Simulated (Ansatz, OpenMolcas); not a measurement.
How methods differ on PF3 (SMILES FP(F)F)

The species is PF3 (4 atoms), meant as a singlet with charge 0. As SMILES, `FP(F)F`. The shape is that of a PBE0-D4/def2-TZVP optimisation.

```xyz
4

F     0.8344   -0.6632    0.8745
P    -0.2975    0.3146    0.3923
F    -1.0619   -0.6965   -0.5369
F     0.5250    1.0452   -0.7300
```

Quantity: the energy change with the P2–F3 bond stretched from 1.572 to 3.929 Å, in eV. The values are calculated.

```json
{"level": "HF/STO-3G (restricted)", "kind": "Hartree–Fock", "program": "OpenMolcas", "value (eV)": "9.66", "less FCI/STO-3G": "+6.97"}
{"level": "revPBE/STO-3G (restricted)", "kind": "GGA", "program": "Ansatz", "value (eV)": "4.74", "less FCI/STO-3G": "+2.05"}
{"level": "BHLYP/STO-3G (restricted)", "kind": "global hybrid", "program": "Ansatz", "value (eV)": "7.47", "less FCI/STO-3G": "+4.78"}
{"level": "CAM-B3LYP/STO-3G (restricted)", "kind": "range-separated hybrid", "program": "Ansatz", "value (eV)": "6.95", "less FCI/STO-3G": "+4.26"}
{"level": "MP2/STO-3G (restricted)", "kind": "perturbation theory", "program": "OpenMolcas", "value (eV)": "2.01", "less FCI/STO-3G": "-0.68"}
{"level": "SC-NEVPT2(2,2)/STO-3G", "kind": "multireference", "program": "OpenMolcas", "value (eV)": "2.69", "less FCI/STO-3G": "0.00"}
{"level": "CCSD(T)/STO-3G (restricted)", "kind": "coupled cluster or CI", "program": "Ansatz", "value (eV)": "2.41", "less FCI/STO-3G": "-0.28"}
{"level": "CCSDT/STO-3G (restricted)", "kind": "coupled cluster or CI", "program": "Ansatz", "value (eV)": "2.74", "less FCI/STO-3G": "+0.05"}
{"level": "FCI/STO-3G", "kind": "exact in the basis", "program": "Ansatz", "value (eV)": "2.69", "less FCI/STO-3G": "0.00"}
```

FCI/STO-3G is exact within its basis and frozen core, so for wave-function methods in that basis the difference is their error; functionals converge differently with the basis, so for them it is only a difference. Spin-restricted single references rise too steeply as a bond breaks, Hartree–Fock most of all. Perturbation and coupled-cluster corrections on them can overshoot downwards. The first shape isn't each level's own minimum. The values span 2.01 to 9.66 eV. All rows use very small basis sets, so even the best lies far from the true value.
